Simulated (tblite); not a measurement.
Write a Z-matrix for InChI=1S/C4H6N/c5-3-4-1-2-4/h3,5H,1-2H2/b5-3+ as optimised with GFN2-xTB. (Doublet state.)

Z-matrix in Å and degrees, rows numbered from 1:
```
N 
C   1  1.2997
C   2  1.3723  1  120.74
C   3  1.4546  2  148.81  1     0.06
C   3  1.4554  2  148.24  1   179.87
H   1  1.0168  2  113.72  3  -179.87
H   2  1.0999  1  123.33  3   179.94
H   4  1.0821  3  118.72  5   108.18
H   4  1.0819  3  118.73  5  -108.07
H   5  1.0831  3  118.88  4  -107.95
H   5  1.0830  3  118.93  4   107.85
```

The 4 C–C bonds span 1.372 Å (C2–C3, drawn single in one of several resonance forms) to 1.519 Å (C4–C5, drawn single), a spread of 0.147 Å. C2 (carbon bonded to C, N and H) is planar (angles 123.3°, 120.7° and 115.9°, sum 360.0°, 0.00 Å off the plane of its three neighbours). The 3-membered ring C3–C4–C5 has internal angles of 58.5° to 62.9°. C3 (carbon bonded to 3 C) is planar (angles 148.8°, 148.2° and 62.9°, sum 360.0°, 0.00 Å off the plane of its three neighbours).

Computed geometry: GFN2-xTB, gas phase. This method treats the open shell by occupation alone, without spin polarisation.

Point group: Cs (tolerance 0.08 Å). Its GFN2-xTB frequencies are all real (lowest 159 cm⁻¹). Torsions: N1–C2–C3–C4 0°. 2 starts were optimised and ended at 0.00 and 14.72 kcal/mol (GFN2-xTB); the lowest of these is shown.

One conformer stands for the species.
